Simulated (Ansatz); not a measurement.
System: MgSiP2 (I-42d, No. 122, 8 atoms in the cell). Method: PBEsol-D3(BJ) in Ansatz (PAW).

Excerpt of the program's output:

```
Relaxation: its limit of steps is 80 (relax.max_steps)
Crystal: 8 atoms, lattice volume = 157.736 Å³
Basis set: ecut = 520 eV, 4195 PW (Γ), exchange–correlation on 96×96×96 points (8 copies of the dense FFT grid, shifted against one another)
Bands: 32, of which v1, the nominal top of the filled ones, is band 24 counted from 1 (23 counted from 0)
Symmetry: 8 space group operations
Space group: I-42d (ITA 122), of the structure as read, at distance tolerance 5.4e-5 Å
k-points: 59 of 512 (time reversal used)
Functional: x = pbesol(κ = 0.804, μ = 0.12345679012345678), c = pbesol(β = 0.046)
SCF iter   1: F=—  HF=-8032.795374 eV  |F-HF|=—  |Δ(HF+E_count)|=         —  Δρ=3.53e-3  dr2=2.79e-2
SCF iter   2: F=—  HF=-8032.786001 eV  |F-HF|=—  |Δ(HF+E_count)|=   9.37e-3  Δρ=1.77e-3  dr2=6.58e-3
  ...
SCF 1 converged in 6 iterations: F = -8032.784449 eV  dr2 = 4.00e-8
Crystal: 8 atoms, lattice volume = 157.736 Å³
Basis set: ecut = 520 eV, 4211 PW (Γ), exchange–correlation on 96×96×96 points (8 copies of the dense FFT grid, shifted against one another)
Initial density: handed on by an earlier stage of this run
  ...
Crystal: 8 atoms, lattice volume = 157.736 Å³
Basis set: ecut = 520 eV, 4243 PW (Γ), exchange–correlation on 96×96×96 points (8 copies of the dense FFT grid, shifted against one another)
SCF 4 converged in 5 iterations: F = -8032.787025 eV  dr2 = 2.36e-9
Crystal: 8 atoms, lattice volume = 157.736 Å³
SCF 5 converged in 4 iterations: F = -8032.787043 eV  dr2 = 4.64e-9
Crystal: 8 atoms, lattice volume = 157.736 Å³
SCF iter   4: F=—  HF=-8032.787049 eV  |F-HF|=—  |Δ(HF+E_count)|=   2.14e-8  Δρ=2.24e-7  dr2=5.63e-11
SCF iter   5: F=-8032.787049 eV  HF=-8032.787049 eV  |F-HF|=4.55e-12  |Δ(HF+E_count)|=  1.42e-10  Δρ=8.17e-8  dr2=8.74e-12
SCF 6 converged in 5 iterations: F = -8032.787049 eV  dr2 = 8.74e-12
SCF converged after 5 iterations
Free energy (F): -8032.787049 eV
Internal energy: -8032.787049 eV  (E = F + TS)
E sigma→0 (E₀):  -8032.787049 eV
Fermi energy:    6.403141 eV
--- Stress (GPa, compression-positive) ---
        1.508079      -0.000000      -0.000000
       -0.000000       1.508079       0.000000
       -0.000000       0.000000       1.504220
  P = ⅓ Tr σ = 1.5068 GPa (15.068 kbar)
```

Problem. Write an input file that could have produced this run (the log leaves some choices open).

Solution. This is not unique; one that fits is 
Ansatz 0.2 input:
```yaml
crystal:
  lattice:
    - [-2.8353746723, 2.8353746723, 4.9051260911]
    - [2.8353746723, -2.8353746723, 4.9051260911]
    - [2.8353746723, 2.8353746723, -4.9051260911]
  atoms:
    - { symbol: Mg, position: [0.0, 0.0, 0.0] }
    - { symbol: Mg, position: [0.75, 0.25, 0.5] }
    - { symbol: Si, position: [0.5, 0.5, 0.0] }
    - { symbol: Si, position: [0.25, 0.75, 0.5] }
    - { symbol: P, position: [0.875, 0.8333708966, 0.4583708966] }
    - { symbol: P, position: [0.1666291034, 0.625, 0.0416291034] }
    - { symbol: P, position: [0.375, 0.4166291034, 0.5416291034] }
    - { symbol: P, position: [0.5833708966, 0.125, 0.9583708966] }
basis:
  ecutwfc: 520
  ecutrho_ratio: 4
  xc_grid: 2
kpoints:
  mp_grid: { grid: [8, 8, 8] }
hamiltonian:
  xc: pbesol
  dispersion: d3bj
  pseudopotentials: { kind: paw }
scf:
  occupations: { method: fermi_dirac, width: 0.01 }
output:
  forces: true
  stress: true
  eigenvalues: true
relax:
  f_tol: 0.004
  escape_saddle: false
  max_steps: 80
  cell: { stress_tol: 0.02, fix: [volume] }
```

The cell is one volume of an energy–volume scan, off the minimum.

The PAW data were made under PBE.

Note: the relaxation could not lower the start's symmetry, so the cell can be a saddle point above a distorted one.

The result took roughly 2.4 core-minutes.

Ansatz is a quantum-chemistry and plane-wave program.
